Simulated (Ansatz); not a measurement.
Total energies of Mg(SiH3)2 (MgSi2H6) from Ansatz at CCSD(T)/def2-TZVPP, gas phase (1 Eh = 27.2114 eV = 2625.5 kJ/mol). The reference geometry is relaxed at r2SCAN-D4/def2-TZVP.

```
atom   x (Å)   y (Å)   z (Å)
 Mg1  -0.017  -0.022   0.009
 Si2   1.743  -0.618   1.808
  H3   1.726   0.316   2.976
  H4   3.144  -0.578   1.288
  H5   1.571  -1.985   2.388
 Si6  -1.748   0.612  -1.806
  H7  -3.166   0.478  -1.351
  H8  -1.643  -0.227  -3.039
  H9  -1.611   2.026  -2.274
```

```
                 state   geometry  energy (Eh)
      charge 0 singlet  reference   -781.50230
      charge 1 doublet  reference   -781.19007
free Mg atom (singlet)          –   -199.80870
free Si atom (triplet)          –   -288.92770
 free H atom (doublet)          –     -0.49981
```

Correlated methods freeze 11 core orbitals; core or outer-core shells of Mg are correlated, in sets that lack core-valence functions.

Question: Work out the vertical ionisation energy to the doublet.

Answer: E(charge 1 doublet) − E(charge 0 singlet) = -781.19007 − (-781.50230) = 0.31223 Eh = 8.50 eV.

Question: What is the binding energy per atom against free atoms?

Answer: Atoms: 1 × (-199.80870) + 2 × (-288.92770) + 6 × (-0.49981) = -780.66296 Eh. Binding: -780.66296 − (-781.50230) = 0.83934 Eh = 22.84 eV, or 2.54 eV for each of 9 atoms (no zero-point energy, no counterpoise term).
